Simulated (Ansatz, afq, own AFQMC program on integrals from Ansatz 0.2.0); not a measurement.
**BH₃, singlet: AFQMC among the cluster methods**

```xyz
4

B    -0.0534   -0.0007    0.0000
H     1.8734    0.0229   -0.0004
H    -0.6627    1.0256   -0.0028
H    -0.6375   -1.0414    0.0031
```

Basis cc-pVDZ. Only valence electrons are correlated. Ansatz 0.2.0 and our own AFQMC program on the same integrals; the CISD trial comes from CCSD amplitudes, and released means the phaseless constraint is let go. Error bars are statistical, one sigma.

Determinant: RHF, the one that the program's search chose, which needn't be the lowest solution. The geometry is a point of a scan.

Full CI on the same integrals is exact in this basis and with this determinant's frozen core.

Cautions: restricted determinant unstable towards unrestricted (UHF 14 meV lower, ⟨S²⟩ 0.13).

* T1 diagnostic: 0.0173
* weight of the determinant in the CISD state: 0.911
* size of the correlated space: 6 electrons in 28 orbitals

```csv
level,correlation energy (eV)
MP2,-2.6163
CCSD,-3.4356
CCSD(T),-3.5063
```

(1) Estimate where AFQMC with the constraint released lies against CCSD(T) on the same integrals.

(1) 2.0 ± 0.2 kJ/mol below CCSD(T).

Reference: full CI, correlation energy -3.527 eV. The released energy is read at 2.40 1/Eh (meV from the phaseless value at times in 1/Eh: -2.2 ± 1.5 at 0.24, -2.4 ± 1.6 at 0.51, -3.8 ± 1.6 at 0.99, -5.2 ± 1.1 at 1.62, -6.0 ± 1.6 at 2.40).

```csv
level,E − E(reference) (kJ/mol),share of correlation (%)
CCSD(T),2.0,99.42
CCSDT,0.2,99.94
CCSDT(Q),0.0,99.99
CCSDTQ,0.0,100.00
ph-AFQMC/CISD,0.6 ± 0.1,99.83
released AFQMC,0.0 ± 0.2,100.00
```

CCSDT and higher add their correlation energy to the determinant of the CCSD(T) run, since their own runs factorise the integrals more tightly (a shift of under 2 meV). A walk keeps the symmetry of its determinant, which the program's search chose and which needn't be the lowest solution, so a lower state of the same spin and another symmetry isn't excluded. Released energies are given only where the last usable release times agree within the noise; a slower fall can still hide under it.
